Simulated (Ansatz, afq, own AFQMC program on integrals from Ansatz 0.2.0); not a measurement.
Integrals from Ansatz 0.2.0, then the random walk in our own AFQMC program (afq).

```yaml
crystal:
  periodic: [false, false, false]
  atoms:
    - {symbol: Sc, position_ang: [0.000000, 0.000000, 0.617143]}
    - {symbol: O, position_ang: [0.000000, 0.000000, -1.476490]}
    - {symbol: H, position_ang: [0.000000, 0.783613, -2.044398]}
    - {symbol: H, position_ang: [0.000000, -0.783613, -2.044398]}
basis:
  gaussian: {orbitals: def2-TZVP}
total_charge: 1
magnetization: {spin_polarized: false}
correlation: {method: ccsd_t, electrons: outside_noble_gas, hamiltonian_folder: ham}
```

```sh
$ ansatz run in.yaml --threads 1 --pin off --events-out ev --progress --plain --max-ram 15360MiB --backend cuda --devices 0, --max-vram 18GiB
```

Options of the walk:

```
--method phaseless --trial hf --walkers 4000 --populations 20 --least-time 40 --time-step 0.005 --steps-per-block 20 --equilibration-blocks 160 --max-blocks 4000 --target-error 0.0009500 --factor-cut 1e-05 --seed 2838 --taylor-order 6
```

Times are imaginary, in 1/Eh. The walk had a cap of 86 s. With eight or more populations the least sampling time is a fifth of least-time, and the error comes from their spread.

afq prints:

```
orbitals 78  electrons 5 5  factors 613 of 743
reference energy -835.58699999 Eh
CCSD correlation -0.30259552 Eh in 27 cycles, weight of the determinant in the CISD state 0.8317
energy of the start -835.587000 Eh
 block  time / (1/Eh)  mean weight  energy / Eh
     1     0.100  1.0022  -835.697325
     2     0.200  1.0029  -835.756082
     3     0.300  1.0024  -835.790183
     4     0.400  1.0021  -835.819768
     5     0.500  1.0023  -835.837290
     7     0.700  1.0007  -835.851064
     9     0.900  1.0005  -835.864800
    19     1.900  1.0006  -835.878179
    37     3.700  0.9996  -835.895948
    46     4.600  1.0002  -835.893820
    55     5.500  0.9997  -835.902260
    73     7.300  1.0004  -835.900077
    91     9.100  1.0000  -835.903041
   109    10.900  0.9997  -835.893865
   127    12.700  1.0002  -835.901101
   145    14.500  1.0002  -835.896605
   163    16.300  0.9992  -835.894479
   181    18.100  0.9996  -835.903734
   190    19.000  1.0005  -835.911897
   199    19.900  1.0002  -835.904176
   217    21.700  1.0002  -835.894164
   235    23.500  1.0003  -835.906859
   253    25.300  1.0000  -835.901777
   271    27.100  1.0003  -835.903413
   289    28.900  1.0003  -835.908276
   307    30.700  0.9999  -835.903017
   325    32.500  0.9996  -835.898611
   343    34.300  0.9999  -835.903475
   361    36.100  0.9994  -835.905096
   379    37.900  1.0000  -835.903581
   397    39.700  1.0002  -835.900122
error from the spread of 20 populations
energy -835.903487 +/- 0.001043 Eh
(rows thinned)
```

The run passed its tests (sampling time, drift between the halves within three errors, error under three times the target), which doesn't prove that it has relaxed, ending at its cap on processor time.

Against this walk (error 28.4 meV) on the same determinant: CCSD(T) 139.1 meV higher, CCSDT(Q) 119.4 meV higher, a separate phaseless walk with a CISD trial and standard settings 123.5 ± 28.6 meV higher. The error is statistical and leaves out the bias of the constraint. CCSDT(Q) is the surest value here, so the walk's 119 meV below it is most likely the bias of the constraint with this trial, which can have either sign.

Cautions: constraint bias not in the error; error above the target (28.4 against 25.9 meV); no relativity below Rb; outer-core shells of the metal frozen; higher spins were not checked; restricted determinant unstable towards unrestricted (UHF 991 meV lower, ⟨S²⟩ 1.00); CCSDT(Q) on the UHF determinant differs (301 meV lower), perhaps since the unrestricted series falls towards higher spin.

The walk took 86 s on 1 × NVIDIA H100 80GB HBM3 with 2 threads of AMD EPYC 7R13 Processor (Zen 3) (shared host) (the card was shared). The log's last line is the phaseless energy.

CCSDT and higher add their correlation energy to the determinant of the CCSD(T) run, since their own runs factorise the integrals more tightly (a shift of under 2 meV). A walk keeps the symmetry of its determinant, which the program's search chose and which needn't be the lowest solution, so a lower state of the same spin and another symmetry isn't excluded.
